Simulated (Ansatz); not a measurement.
A made-up structure of CH$_{2}$AlSi, doublet:

```tsv
atom	x (Å)	y (Å)	z (Å)
C1	0.2531	-0.4005	0.7606
Si2	0.6439	-1.0159	1.9320
Al3	-0.1819	0.2877	-0.5470
H4	-1.4081	-0.4871	-1.2755
H5	0.6930	1.6158	-0.8701
```

It is relaxed with PBE-D4/def2-SVP and then PBE0-D4/def2-TZVP (Ansatz 0.2.0). Atoms count as bonded within 1.22 times the sum of their covalent radii (H–H: 0.88 Å). The end point is not checked to be a true minimum.

Question: Does its bonding change? (A judgement: the text doesn't fix the answer.)

Answer: Computed: No: no bond forms or breaks.

Where it ends: The first stage lowers the energy by 5.45 eV in 6 steps. It ends as CH₂AlSi ([AlH2][C][Si]):
C1  (0.312, -0.495, 0.939)
Si2  (0.795, -1.254, 2.385)
Al3  (-0.225, 0.355, -0.675)
H4  (-1.414, -0.277, -1.513)
H5  (0.532, 1.670, -1.136)
(Å)

Labels in which every atom is bracketed show which atoms are joined, not bond orders.

For scale, one of the runs: PBE0-D4/def2-TZVP relaxation, 117 basis functions, launched by `ansatz run in.yaml --threads 2 --pin off --events-out ev --progress --plain --max-ram 4352MiB`. The run took about 33 s on 2 CPU threads of an Arm Neoverse V1 (shared host).
